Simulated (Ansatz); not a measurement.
## Equilibrium lattice constant a of some phosphides, arsenides and antimonides, all zinc-blende

Method: PBE-D4 (Ansatz, a first-principles code, plane waves, PAW). References are measured values corrected to a static lattice.

Values in Å.

```csv
solid,reference,PBE-D4,error (%)
zinc-blende AlAs,5.649,5.664,+0.27
zinc-blende InAs,6.047,6.108,+1.01
zinc-blende InP,5.858,5.891,+0.56
zinc-blende AlP,5.451,5.452,+0.02
zinc-blende BP,4.525,4.504,-0.46
zinc-blende GaAs,5.64,5.661,+0.37
zinc-blende GaP,5.439,5.433,-0.11
zinc-blende InSb,6.468,6.539,+1.10
```

Over these 8 solids the mean error is +0.34 %, the mean absolute error 0.49 % (median 0.42 %), and the worst case zinc-blende InSb at +1.10 %; the value is above the reference in 6 of 8 cases.

All these references are brought to a static lattice.

Spin–orbit coupling is left out, also for the solids with elements from indium on (zinc-blende InAs, zinc-blende InP, zinc-blende InSb); its size isn't shown.

Differences are worked out from the printed values.

Caveats: the gap of the solid is closed in this run (zinc-blende InAs, zinc-blende InSb). Ansatz's density-functional and Hartree–Fock values are scalar-relativistic unless marked +SOC, with PAW data made under PBE.

Not in this set, of the phosphides, arsenides and antimonides with a reference value in our tables and a result at some level: 15 for a reference at room or unstated temperature. These can be a level's best or worst cases. At least 3 more with a reference value are held back for tests. Solids without a released value at any level aren't counted. Layered and molecular crystals are counted apart.

References as tabulated in Mejia-Rodriguez and Trickey (2018), arXiv:1807.09216.
